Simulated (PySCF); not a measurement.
# Electronic absorption of [C5H12N]+

Species: C5H12N (charge +1).
Numbering: `[CH3:1][NH2+:2][CH:3]1[CH2:4][CH2:5][CH2:6]1` (hydrogens: H7, H8, H9 on C1; H10, H11 on N2; H12 on C3; H13, H14 on C4; H15, H16 on C5; H17, H18 on C6)

Structure used (PBE0-D3(BJ)/def2-SVP), in Å, numbered top down from 1:
```xyz
18
C5H12N angstrom
C      2.136   -0.694    0.271
N      1.102   -0.030   -0.562
C     -0.139    0.362    0.178
C     -1.037   -0.762    0.701
C     -2.238    0.123    0.304
C     -1.308    0.911   -0.644
H      1.708   -1.609    0.698
H      2.430   -0.011    1.078
H      3.006   -0.939   -0.350
H      0.831   -0.652   -1.336
H      1.498    0.805   -1.014
H      0.183    1.052    0.972
H     -0.977   -1.660    0.063
H     -0.922   -1.065    1.751
H     -2.587    0.740    1.143
H     -3.104   -0.380   -0.146
H     -1.416    2.002   -0.712
H     -1.326    0.488   -1.662
```

Computed, not measured: TDDFT CAM-B3LYP/def2-SVPD, vertical, gas phase, core orbitals frozen in the response in PySCF.

Task: Predict the UV-vis stick spectrum at this level.

Result: 

```tsv
state	E (eV)	λ (nm)	f	main configurations (H = HOMO, L = LUMO)
S1	8.54	145.2	0.0057	H→L (82%), H-2→L (8%)
S2	8.58	144.4	0.016	H-1→L (88%)
S3	8.98	138.1	0.028	H-2→L (82%), H→L (8%)
S4	9.24	134.1	0.021	H→L+1 (48%), H-1→L+1 (32%)
S5	9.26	134.0	0.026	H-1→L+1 (52%), H→L+1 (30%)
S6	9.63	128.7	0.011	H→L+3 (52%), H→L+2 (16%), H-2→L+1 (9%)
S7	9.65	128.5	0.017	H-1→L+3 (36%), H-3→L (29%), H-2→L+1 (9%)
S8	9.71	127.7	0.032	H-2→L+1 (40%), H-1→L+3 (20%), H→L+3 (10%)
S9	9.76	127.1	0.010	H-3→L (43%), H-2→L+1 (21%), H-1→L+3 (12%)
S10	9.87	125.7	0.0016	H→L+2 (57%), H→L+3 (9%)
```

Triplets (Tamm–Dancoff): T1 8.41 eV, H→L (81%); T2 8.48 eV, H-1→L (86%); T3 8.79 eV, H-2→L (67%), H→L+1 (14%); T4 8.91 eV, H→L+1 (56%), H-2→L (15%), H→L+4 (10%).

The lowest singlet lies at 8.54 eV (145 nm, vacuum ultraviolet) and is weak; its leading configuration is HOMO→LUMO (82%). The strongest level in the table is S8 at 9.71 eV (128 nm, f = 0.032). Löwdin shares by element: HOMO carbon 49% or more, hydrogen 14% or more (atoms not listed hold the other 37%); LUMO hydrogen 38% or more, nitrogen 15%, carbon 13% or more (atoms not listed hold the other 34%). The listed states span 1.32 eV, and the widest gap between neighbours is 0.39 eV (S2 to S3). Orbital energies (eV): HOMO-3 -16.32, HOMO-2 -15.30, HOMO-1 -14.96, HOMO -14.86, LUMO -3.61, LUMO+1 -2.64, LUMO+2 -2.30. Weighted by f, the mean energy of these states is 9.31 eV. The vertical ionisation energy (ΔSCF) is 15.80 eV, 5.93 eV above S10. Singlets were solved by full linear response, triplets in the Tamm–Dancoff approximation.

The run took 3.7 min of wall time on one thread of an Arm Neoverse V2 (shared host).

One conformer stands for the species.
